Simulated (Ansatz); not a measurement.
Bulk modulus of some transition metals

Method: PBEsol-D3(BJ) in Ansatz (plane waves, PAW). References are measured values corrected to a static lattice. The table is a random draw of 10 from 16 solids with such references.

Values in GPa.

```tsv
solid	reference	PBEsol-D3(BJ)	error (%)
bcc Ta	198	221	+11.6
fcc Rh	271 (271–289)	319	+17.7
bcc V	161	211	+31
fcc Ni	192 (186–195)	249	+30
bcc Fe	174	235	+35
bcc W	312 (300–328)	339	+8.7
bcc Mo	265 (265–278)	297	+12.1
hcp Tc	303	346	+14.2
fcc Ir	365	412	+12.9
fcc Pd	195 (187–198)	?	?
```

### Question
Estimate the withheld PBEsol-D3(BJ) value.

### Answer
The errors of the other rows run from +8.7 % to +35 %, with a median of +14.2 %; carried to the reference 195 it gives 223 GPa. The run gives 229 GPa (+17.4 %), +2.7 % from the estimate; the row was drawn at random, and such an estimate is rough. Over these 10 solids the mean error is +19.0 %, the mean absolute error 19.0 % (median 15.8 %), and the worst case bcc Fe at +35 %; the value is too high in 10 of 10 cases. Over all 16, from unrounded values, the mean error is +19.2 % and the mean absolute error 19.2 % (median 16.4 %).

All these references are brought to a static lattice.

Spin–orbit coupling is left out, also for the solids with elements from indium on (bcc Ta, bcc W, fcc Ir); its size isn't shown.

In Ansatz's fits of the non-cubic solids, shape and atoms are relaxed at each volume.

Brackets give the range of the sources taken for a reference, where it is wide; it can hold other temperatures.

Differences are worked out from the printed values.

Each level is taken at its own relaxed cell. Ansatz's density-functional and Hartree–Fock values are scalar-relativistic unless marked +SOC, with PAW data made under PBE.

Ansatz's runs of these crystals have no spin polarisation, but for fcc Ni, bcc Fe.

Density-functional runs with spin start from parallel moments for fcc Ni, parallel moments for bcc Fe.

Not in this set, of the transition metals with a reference value in our tables and a result at some level: 6 for no value at PBEsol-D3(BJ) (not run, a failed fit, an unstable or unbound cell, or a value held back for tests); 3 for sources at odds; 1 for a reference at room or unstated temperature. These can be a level's best or worst cases. Solids without a released value at any level aren't counted. Layered and molecular crystals are counted apart. The metals Ce to Yb are counted apart.

References as tabulated in Levämäki et al. (2014), arXiv:1402.3671; doi:10.1021/acs.jctc.3c00612; Mejia-Rodriguez and Trickey (2018), arXiv:1807.09216.

Ansatz is a first-principles code.
